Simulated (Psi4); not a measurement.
**SiNH5 (SMILES N[SiH3]), step by step**

Wanted: a series of 9 runs (PBE0-D4/def2-TZVP, PBE-D4/def2-TZVPP, r2SCAN-D4/def2-TZVPP, B3LYP-D4/def2-TZVPP, PBE0-D4/def2-TZVPP, wB97M-V/def2-TZVPP, CCSD(T)/def2-TZVPP, MP2/def2-QZVPP) of SiNH5. 

Program for the calculation: Psi4 1.11.

### Step 1. Starting point

SiNH5 has 7 atoms, charge 0, and is taken as a singlet. As SMILES, `N[SiH3]`. The run starts from this shape.

Bond lengths: N1–Si2 1.720 Å, N1–H3 1.007 Å, N1–H4 1.007 Å, Si2–H5 1.486 Å, Si2–H6 1.494 Å, Si2–H7 1.486 Å. Angles: N1–Si2–H5 108.0°, N1–Si2–H6 115.9°, N1–Si2–H7 107.9°, Si2–N1–H3 119.5°, Si2–N1–H4 119.5°, H5–Si2–H6 107.3°, H5–Si2–H7 110.4°, H6–Si2–H7 107.4°, H3–N1–H4 110.6°.

### Step 2. A structure relaxation at PBE0-D4/def2-TZVP (density fitting) (run 2)

The input, job.py:

```python
import psi4

psi4.set_memory('3300 MB')
psi4.set_num_threads(2)
psi4.set_output_file('output.dat', False)

molecule = psi4.geometry("""
0 1
N     -0.123010    -1.074260    -0.062220
Si     0.089210     0.632330    -0.110640
H     -1.040900    -1.463850    -0.205430
H      0.391830    -1.618820     0.610940
H     -0.554060     1.139080    -1.350400
H     -0.492120     1.394310     1.035640
H      1.548510     0.910500    -0.133560
symmetry c1
""")

psi4.set_options({
    'basis': 'def2-TZVP',
    'reference': 'rks',
    'scf_type': 'df',
    'geom_maxiter': 50,
    'max_force_g_convergence': 0.0002,
})

result = psi4.optimize("pbe0-d4")
print(f'total energy {result:.8f} hartree = {result * 27.211386:.5f} eV')
print(molecule.to_string(dtype='xyz', units='Angstrom'))
for k, v in sorted(psi4.core.scalar_variables().items()):
    print(f'{k:45s} {v:18.10f}')
```

On the command line:

```bash
$ python job.py
```

output.dat:

```text
[...]
  Running in c1 symmetry.
[...]
  Nuclear repulsion =   64.837436879454245
[...]
  Multiplicity = 1
[...]
  Nalpha       = 13
  Nbeta        = 13
[...]
    Number of basis functions: 98
[...]
   @DF-RKS iter   1:  -346.85472131584402   -2.30512e-01   8.18594e-03 DIIS/ADIIS
[...]
   @DF-RKS iter  10:  -347.10932934383408   -4.88853e-12   4.10207e-09 DIIS
[...]
    Orbital Energies [Eh]
    ---------------------
    Doubly Occupied:
       1A    -66.239699     2A    -14.362281     3A     -5.320326
       4A     -3.654341     5A     -3.653982     6A     -3.653470
       7A     -0.874024     8A     -0.552714     9A     -0.507340
      10A     -0.413344    11A     -0.359028    12A     -0.347952
      13A     -0.272636
[...]
  @DF-RKS Final Energy:  -347.10932934383408
   => Energetics <=
    Nuclear Repulsion Energy =             64.8374368794542448
    One-Electron Energy =                -607.6060190010933866
    Two-Electron Energy =                 218.0095218909265498
    DFT Exchange-Correlation Energy =     -22.3477197792697524
    Empirical Dispersion Energy =          -0.0025493338517343
    VV10 Nonlocal Energy =                  0.0000000000000000
    Total Energy =                       -347.1093293438341334
[...]
 Multipole Moments:
 ------------------------------------------------------------------------------------
     Multipole            Electronic (a.u.)      Nuclear  (a.u.)        Total (a.u.)
 ------------------------------------------------------------------------------------
 L = 1.  Multiply by 2.5417464519 to convert [e a0] to [Debye]
 Dipole X            :         -0.0085032           -0.1978612           -0.2063644
 Dipole Y            :         -0.4641709            0.0540856           -0.4100853
 Dipole Z            :         -0.0746309            0.3589833            0.2843524
 Magnitude           :                                                    0.5400116
[...]
  -Total Gradient:
     Atom            X                  Y                   Z
    ------   -----------------  -----------------  -----------------
       1        0.000028588246    -0.000064802827    -0.000004613926
       2       -0.000015191193    -0.000032342502     0.000019499831
       3       -0.000002147292     0.000064629174     0.000046505726
       4       -0.000029538598     0.000044019683    -0.000000304925
       5        0.000065537840     0.000030692080    -0.000026430259
       6       -0.000040827742    -0.000068614633     0.000032605253
       7       -0.000006969551     0.000032796140    -0.000064864829
[...]
    Final optimized geometry and variables:
    Molecular point group: c1
    Full point group: C1
    Geometry (in Angstrom), charge = 0, multiplicity = 1:
    N           -0.136311294491    -1.138313811910     0.023059837646
    SI           0.075908705509     0.568276188090    -0.025360162354
    H           -1.054201294491    -1.527903811910    -0.120150162354
    H            0.378528705509    -1.682873811910     0.696219837646
    H           -0.567361294491     1.075026188090    -1.265120162354
    H           -0.505421294491     1.330256188090     1.120919837646
    H            1.535208705509     0.846446188090    -0.048280162354
```

On the terminal:

```text
Optimizer: Optimization complete!
total energy -347.10932934 hartree = -9445.32594 eV
7
0 1 H5NSi
N                    -0.136311294491    -1.138313811910     0.023059837646
Si                    0.075908705509     0.568276188090    -0.025360162354
H                    -1.054201294491    -1.527903811910    -0.120150162354
H                     0.378528705509    -1.682873811910     0.696219837646
H                    -0.567361294491     1.075026188090    -1.265120162354
H                    -0.505421294491     1.330256188090     1.120919837646
H                     1.535208705509     0.846446188090    -0.048280162354

CURRENT ENERGY                                   -347.1093293438
CURRENT REFERENCE ENERGY                         -347.1093293438
DD SOLVATION ENERGY                                 0.0000000000
DFT FUNCTIONAL TOTAL ENERGY                      -347.1067800100
DFT TOTAL ENERGY                                 -347.1093293438
DFT VV10 ENERGY                                     0.0000000000
DFT XC ENERGY                                     -22.3477197793
DISPERSION CORRECTION ENERGY                       -0.0025493339
GRID ELECTRONS ALPHA                               12.9999975040
GRID ELECTRONS BETA                                12.9999975040
GRID ELECTRONS TOTAL                               25.9999950080
NUCLEAR REPULSION ENERGY                           64.8374368795
ONE-ELECTRON ENERGY                              -607.6060190011
OPTIMIZATION ITERATIONS                             1.0000000000
PBE0-D4(BJ,EEQ)ATM DISPERSION CORRECTION ENERGY      -0.0025493339
PCM POLARIZATION ENERGY                             0.0000000000
PE ENERGY                                           0.0000000000
SCF ITERATION ENERGY                             -347.1093293438
SCF ITERATIONS                                     10.0000000000
SCF TOTAL ENERGY                                 -347.1093293438
TWO-ELECTRON ENERGY                               218.0095218909
XC GRID RADIAL POINTS                              75.0000000000
XC GRID SPHERICAL POINTS                          302.0000000000
XC GRID TOTAL POINTS                           152537.0000000000
```

It took 6.9 s on 2 threads of Intel Xeon 6975P-C (Granite Rapids), shared host; peak memory 0.63 GiB.

### Step 3. The harmonic vibrations at PBE0-D4/def2-TZVP (density fitting) (run 3)

The input, job.py:

```python
import psi4

psi4.set_memory(3300000000)
psi4.set_num_threads(2)
psi4.core.set_output_file('psi4.out', False)

mol = psi4.geometry("""
0 1
N     -0.123010    -1.074260    -0.062220
Si     0.089210     0.632330    -0.110640
H     -1.040900    -1.463850    -0.205430
H      0.391830    -1.618820     0.610940
H     -0.554060     1.139080    -1.350400
H     -0.492120     1.394310     1.035640
H      1.548510     0.910500    -0.133560
symmetry c1
""")

psi4.set_options(dict(basis='def2-TZVP', reference='rks', scf_type='df', rotational_symmetry_number=1))

e, wfn = psi4.frequency("pbe0-d4", molecule=mol, return_wfn=True)
print(f'pbe0-d4 energy: {e:.10f} Eh')
print('wavenumbers / cm^-1:', wfn.frequencies().np.round(1))
for k in ('ZPVE', 'ENTHALPY', 'GIBBS FREE ENERGY'):
    print(f'{k}: {psi4.variable(k):.8f} Eh')
```

On the command line:

```bash
$ python job.py
```

psi4.out (excerpt; [...] marks lines left out):

```text
[...]
  Running in c1 symmetry.
[...]
  Nuclear repulsion =   64.837436879454245
[...]
  Multiplicity = 1
[...]
  Nalpha       = 13
  Nbeta        = 13
[...]
    Number of basis functions: 98
[...]
   @DF-RKS iter   1:  -346.85472131564944   -2.30512e-01   8.18594e-03 DIIS/ADIIS
[...]
   @DF-RKS iter  10:  -347.10932819911397   -4.43379e-12   4.11100e-09 DIIS
[...]
  @DF-RKS Final Energy:  -347.10932819911397
   => Energetics <=
    Nuclear Repulsion Energy =             64.8318573113830752
    One-Electron Energy =                -607.5943541167407602
    Two-Electron Energy =                 218.0031710252992241
    DFT Exchange-Correlation Energy =     -22.3474530767857686
    Empirical Dispersion Energy =          -0.0025493422697581
    VV10 Nonlocal Energy =                  0.0000000000000000
    Total Energy =                       -347.1093281991139747
[...]
 Multipole Moments:
[...]
  -Total Gradient:
     Atom            X                  Y                   Z
    ------   -----------------  -----------------  -----------------
       1        0.000026261843    -0.000066376567     0.000005661403
       2        0.000119933972    -0.000216836347    -0.000271986239
       3       -0.000001697857     0.000062736693     0.000043004817
       4       -0.000028930409     0.000044768935    -0.000000888439
       5        0.000117680370     0.000019920951    -0.000064843939
       6       -0.000241651197     0.000136863913     0.000421701147
       7        0.000007828003     0.000025276107    -0.000130241898
[...]
  ==> Harmonic Vibrational Analysis <==
[...]
  Freq [cm^-1]                 172.9479            394.5081            624.8507
[...]
  IR activ [km/mol]            11.9313             195.8140            24.6344
[...]
  Freq [cm^-1]                 702.3089            852.0462            917.0235
[...]
  IR activ [km/mol]            56.9006             32.0260             61.2598
[...]
  Freq [cm^-1]                 924.4369            976.9553            984.1198
[...]
  IR activ [km/mol]            89.3236             55.5407             207.1479
[...]
  Freq [cm^-1]                1585.3829           2174.9569           2227.1688
[...]
  IR activ [km/mol]            45.3149             171.3164            73.7092
[...]
  Freq [cm^-1]                2231.1541           3602.9522           3694.4872
[...]
  IR activ [km/mol]            135.6041            23.6673             30.1199
[...]
```

On the terminal:

```text
Warning: used thermodynamics relations inappropriate for low-frequency modes: ['172.9479' '394.5081' '624.8507']
pbe0-d4 energy: -347.1093293436 Eh
wavenumbers / cm^-1: [ 172.9  394.5  624.9  702.3  852.   917.   924.4  977.   984.1 1585.4
 2175.  2227.2 2231.2 3603.  3694.5]
ZPVE: 0.05026845 Eh
ENTHALPY: -347.05385847 Eh
GIBBS FREE ENERGY: -347.08385783 Eh
```

It took 1.9 min on 2 threads of Intel Xeon 6975P-C (Granite Rapids), shared host; peak memory 0.75 GiB.

Runs 4 to 5 aren't shown in full; the table further down has their settings and results.

### Step 4. A single-point energy at B3LYP-D4/def2-TZVPP (density fitting) (run 6)

The input, run.py:

```python
import psi4

psi4.set_memory('3300 MB')
psi4.set_num_threads(2)
psi4.core.set_output_file('run.log', False)

mol = psi4.geometry("""
N     -0.123010    -1.074260    -0.062220
Si     0.089210     0.632330    -0.110640
H     -1.040900    -1.463850    -0.205430
H      0.391830    -1.618820     0.610940
H     -0.554060     1.139080    -1.350400
H     -0.492120     1.394310     1.035640
H      1.548510     0.910500    -0.133560
units angstrom
symmetry c1
""")

psi4.set_options({
    'basis': 'def2-TZVPP',
    'scf_type': 'df',
    'dft_radial_points': 99,
    'dft_spherical_points': 590,
})

energy_value = psi4.energy("b3lyp-d4")
print(f'total energy {energy_value:.8f} hartree = {energy_value * 27.211386:.5f} eV')
for k, v in sorted(psi4.core.scalar_variables().items()):
    print(f'{k:45s} {v:18.10f}')
```

On the command line:

```bash
$ python run.py
```

run.log:

```text
[...]
  Running in c1 symmetry.
[...]
  Nuclear repulsion =   64.837436879454245
[...]
  Multiplicity = 1
[...]
  Nalpha       = 13
  Nbeta        = 13
[...]
    Number of basis functions: 143
[...]
   @DF-RKS iter   1:  -347.02805654373424   -1.83321e-01   6.16724e-03 DIIS/ADIIS
[...]
   @DF-RKS iter   7:  -347.33624985004639   -3.40667e-07   8.75937e-07 DIIS
[...]
    Orbital Energies [Eh]
    ---------------------
    Doubly Occupied:
       1A    -66.109273     2A    -14.296424     3A     -5.270420
       4A     -3.628693     5A     -3.628315     6A     -3.627808
       7A     -0.852165     8A     -0.539623     9A     -0.495824
      10A     -0.403834    11A     -0.350751    12A     -0.341057
      13A     -0.264442
[...]
  @DF-RKS Final Energy:  -347.33624985004639
   => Energetics <=
    Nuclear Repulsion Energy =             64.8374368794542448
    One-Electron Energy =                -607.5661214951153397
    Two-Electron Energy =                 219.4122829550799167
    DFT Exchange-Correlation Energy =     -24.0148378760521339
    Empirical Dispersion Energy =          -0.0050103134130100
    VV10 Nonlocal Energy =                  0.0000000000000000
    Total Energy =                       -347.3362498500463289
[...]
 Multipole Moments:
 ------------------------------------------------------------------------------------
     Multipole            Electronic (a.u.)      Nuclear  (a.u.)        Total (a.u.)
 ------------------------------------------------------------------------------------
 L = 1.  Multiply by 2.5417464519 to convert [e a0] to [Debye]
 Dipole X            :         -0.0013617           -0.1978612           -0.1992230
 Dipole Y            :         -0.4527814            0.0540856           -0.3986958
 Dipole Z            :         -0.0850255            0.3589833            0.2739578
 Magnitude           :                                                    0.5231644
[...]
```

The script printed:

```text
total energy -347.33624985 hartree = -9451.50077 eV
B3LYP-D4(BJ,EEQ)ATM DISPERSION CORRECTION ENERGY      -0.0050103134
CURRENT ENERGY                                   -347.3362498500
CURRENT REFERENCE ENERGY                         -347.3362498500
DD SOLVATION ENERGY                                 0.0000000000
DFT FUNCTIONAL TOTAL ENERGY                      -347.3312395366
DFT TOTAL ENERGY                                 -347.3362498500
DFT VV10 ENERGY                                     0.0000000000
DFT XC ENERGY                                     -24.0148378761
DISPERSION CORRECTION ENERGY                       -0.0050103134
GRID ELECTRONS ALPHA                               13.0000000923
GRID ELECTRONS BETA                                13.0000000923
GRID ELECTRONS TOTAL                               26.0000001847
NUCLEAR REPULSION ENERGY                           64.8374368795
ONE-ELECTRON ENERGY                              -607.5661214951
PCM POLARIZATION ENERGY                             0.0000000000
PE ENERGY                                           0.0000000000
SCF ITERATION ENERGY                             -347.3362498500
SCF ITERATIONS                                      7.0000000000
SCF TOTAL ENERGY                                 -347.3362498500
TWO-ELECTRON ENERGY                               219.4122829551
XC GRID RADIAL POINTS                              99.0000000000
XC GRID SPHERICAL POINTS                          590.0000000000
XC GRID TOTAL POINTS                           391003.0000000000
```

Run time: 7.8 s. Hardware: 2 threads of Intel Xeon 6975P-C (Granite Rapids), shared host; peak memory 1.6 GiB.

Runs 7 to 9 aren't shown in full; the table further down has their settings and results.

### Step 5. The energy at MP2/def2-QZVPP (density fitting, density fitting for correlation) (run 10)

The input, job.py:

```python
import psi4

psi4.set_memory('3300 MB')
psi4.set_num_threads(2)
psi4.core.set_output_file('h5nsi.out', False)

m = psi4.geometry("""
0 1
N     -0.123010    -1.074260    -0.062220
Si     0.089210     0.632330    -0.110640
H     -1.040900    -1.463850    -0.205430
H      0.391830    -1.618820     0.610940
H     -0.554060     1.139080    -1.350400
H     -0.492120     1.394310     1.035640
H      1.548510     0.910500    -0.133560
symmetry c1
""")

psi4.set_options(dict(basis='def2-QZVPP', reference='rhf', scf_type='df', num_frozen_docc=6))

energy_value, wavefunction = psi4.energy("mp2", return_wfn=True)
print(f'total energy {energy_value:.8f} hartree = {energy_value * 27.211386:.5f} eV')
```

On the command line:

```bash
$ python job.py
```

h5nsi.out:

```text
[...]
  Running in c1 symmetry.
[...]
  Nuclear repulsion =   64.837436879454245
[...]
  Multiplicity = 1
[...]
  Nalpha       = 13
  Nbeta        = 13
[...]
    Number of basis functions: 277
[...]
   @DF-RHF iter   1:  -346.24801367433838   -5.54936e-01   1.78557e-03 ADIIS/DIIS
[...]
   @DF-RHF iter  10:  -346.36294252817908   -5.41149e-11   4.51787e-09 DIIS
[...]
    Orbital Energies [Eh]
    ---------------------
    Doubly Occupied:
       1A    -68.775138     2A    -15.536363     3A     -6.120088
       4A     -4.227095     5A     -4.226919     6A     -4.226535
       7A     -1.137721     8A     -0.719395     9A     -0.659864
      10A     -0.554955    11A     -0.491904    12A     -0.473659
      13A     -0.402452
[...]
  @DF-RHF Final Energy:  -346.36294252817908
   => Energetics <=
    Nuclear Repulsion Energy =             64.8374368794542448
    One-Electron Energy =                -607.2965815651047023
    Two-Electron Energy =                 196.0962021574714527
    Total Energy =                       -346.3629425281790191
[...]
 Multipole Moments:
 ------------------------------------------------------------------------------------
     Multipole            Electronic (a.u.)      Nuclear  (a.u.)        Total (a.u.)
 ------------------------------------------------------------------------------------
 L = 1.  Multiply by 2.5417464519 to convert [e a0] to [Debye]
 Dipole X            :         -0.0095712           -0.1978612           -0.2074325
 Dipole Y            :         -0.4120032            0.0540856           -0.3579175
 Dipole Z            :         -0.0632848            0.3589833            0.2956985
 Magnitude           :                                                    0.5084986
[...]
```

On the terminal:

```text
total energy -346.74028355 hartree = -9435.28370 eV
```

It took 3.9 s on 2 threads of Intel Xeon 6975P-C (Granite Rapids), shared host; peak memory 0.64 GiB.

### Step 6. Overview of the runs

```
run                                                                  level         task  geom maxiter  energy (Eh)  dipole moment (D)  HOMO energy (eV)  LUMO energy (eV)  wall time
  2                                    PBE0-D4/def2-TZVP (density fitting)     optimise            50  -347.109329               1.37             -7.42              0.35      6.9 s
  3                                    PBE0-D4/def2-TZVP (density fitting)  frequencies             –  -347.109329               1.37                 –                 –    1.9 min
  4                                    PBE-D4/def2-TZVPP (density fitting)       energy             –  -347.074403               1.36             -6.00             -0.49      9.3 s
  5                                 r2SCAN-D4/def2-TZVPP (density fitting)       energy             –  -347.240269               1.37             -6.31              0.07       16 s
  6                                  B3LYP-D4/def2-TZVPP (density fitting)       energy             –  -347.336250               1.33             -7.20              0.05      7.8 s
  7                                   PBE0-D4/def2-TZVPP (density fitting)   properties             –  -347.111637               1.34             -7.43              0.34      8.1 s
  8                                   wB97M-V/def2-TZVPP (density fitting)       energy             –  -347.244280               1.35             -9.86              1.80       16 s
  9  CCSD(T)/def2-TZVPP (density fitting, density fitting for correlation)       energy             –  -346.746062                  –            -10.93              3.02       24 s
 10      MP2/def2-QZVPP (density fitting, density fitting for correlation)       energy             –  -346.740284                  –            -10.95              2.53      3.9 s
```

### Step 7. Summary of results

```
                                                           quantity          value
                               run 10, MP2/def2-QZVPP: total energy  -346.74028 Eh
        run 10, MP2/def2-QZVPP: HOMO energy (Hartree–Fock orbitals)      -10.95 eV
        run 10, MP2/def2-QZVPP: LUMO energy (Hartree–Fock orbitals)        2.53 eV
      run 10, MP2/def2-QZVPP: HOMO–LUMO gap (Hartree–Fock orbitals)       13.48 eV
run 10, MP2/def2-QZVPP: correlation energy (6 core orbitals frozen)     -377.3 mEh
```

What this shows: Over runs 2, 3, 4, 5, 6, 7, 8 the dipole moment (its size) runs from 1.33 D (B3LYP-D4/def2-TZVPP) to 1.37 D (PBE0-D4/def2-TZVP). The two ends differ in method and basis. Over runs 2, 4, 5, 6, 7, 8 the HOMO–LUMO gap runs from 5.52 eV (PBE-D4/def2-TZVPP) to 11.66 eV (wB97M-V/def2-TZVPP). Totals of different functionals can't be ranked against each other. All runs together took 3.4 min, the longest 1.9 min.
